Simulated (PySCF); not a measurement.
methylamine cation (CH₅N), SMILES NC (connectivity only; charge and spin as stated), charge +1, multiplicity 2. Atoms are numbered in the order given.

```xyz
7

C     -0.7021    -0.0157     0.0000
N      0.7073    -0.0084     0.0000
H     -1.0888    -0.4664     0.9152
H     -1.0888    -0.4664    -0.9152
H     -1.0438     1.0451     0.0000
H      1.2415     0.0204     0.8688
H      1.2415     0.0204    -0.8688
```
Charge +1, spin multiplicity 2.

Geometry optimised at r2SCAN-D4/def2-TZVP. The multiplicity is an assumed one; other spin states were not compared.

Level of theory: PBE0/pcH-1 (PySCF).

Unrestricted Kohn–Sham, ⟨S²⟩ = 0.755. Hyperfine tensors hold the contact and dipolar terms, without spin-orbit corrections.

Computed hyperfine couplings:
| nucleus | A(iso) (MHz) | A(iso) (G) | dipolar principal values (MHz) |
|---|---|---|---|
| 13C no. 1 | -38.4 | -13.7 | -10.2, -4.2, 14.4 |
| 14N no. 2 | 41.2 | 14.7 | -42.8, -42.8, 85.6 |
| 1H no. 3 | 67.5 | 24.1 | -7.6, -4.3, 11.9 |
| 1H no. 4 | 67.5 | 24.1 | -7.6, -4.3, 11.9 |
| 1H no. 5 | 316.8 | 113.1 | -10.3, -5.2, 15.5 |
| 1H no. 6 | -70.1 | -25.0 | -48.9, -11.6, 60.6 |
| 1H no. 7 | -70.1 | -25.0 | -48.9, -11.6, 60.6 |

**Question.** And the g tensor (effective nuclear charges for spin-orbit coupling, GIAO)? (The exact figures need the calculation; the answer reports its results.)

**Answer.** principal values 2.0022, 2.0040, 2.0046; isotropic 2.0036.
